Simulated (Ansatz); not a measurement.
One change: `C=NC(=N)F` becomes `N=C(F)S`.

Ansatz, PBE0-D4/def2-TZVP geometries, multiplicity 1. Each molecule was computed in one conformer, which needn't be the lowest.

| property | `C=NC(=N)F` |
| --- | --- |
| HOMO–LUMO gap (B3LYP/def2-TZVPP) / eV | 6.02 |
| size of the dipole moment (PBE/def2-TZVPP) / D | 2.89 |
| HOMO–LUMO gap (ωB97M-V/def2-TZVPP) / eV | 11.19 |
| HOMO–LUMO gap (PBE/def2-TZVPP) / eV | 3.85 |
| size of the dipole moment (B3LYP/def2-TZVPP) / D | 3.11 |
| HOMO energy (ωB97M-V/def2-TZVPP) / eV | -11.07 |

Question: What does the change do to each property? (Best estimate.)

Answer: Computed: 
| property | `N=C(F)S` | shift |
| --- | --- | --- |
| HOMO–LUMO gap (B3LYP/def2-TZVPP) / eV | 7.00 | 0.98 |
| size of the dipole moment (PBE/def2-TZVPP) / D | 2.80 | -0.09 |
| HOMO–LUMO gap (ωB97M-V/def2-TZVPP) / eV | 11.62 | 0.43 |
| HOMO–LUMO gap (PBE/def2-TZVPP) / eV | 5.32 | 1.47 |
| size of the dipole moment (B3LYP/def2-TZVPP) / D | 2.98 | -0.13 |
| HOMO energy (ωB97M-V/def2-TZVPP) / eV | -10.16 | 0.91 |

With PBE0 the HOMO rises by 0.65 eV and the LUMO rises by 1.65 eV, so the gap widens by about 1.00 eV. PBE moves the HOMO by 0.24 eV and ωB97M-V by 0.91 eV. The zero-point energy changes by -58.3 kJ/mol with -6 modes. Dipoles are sizes alone; their direction can turn.

B3LYP here is the variant with VWN-RPA as its local correlation; programs differ in this.
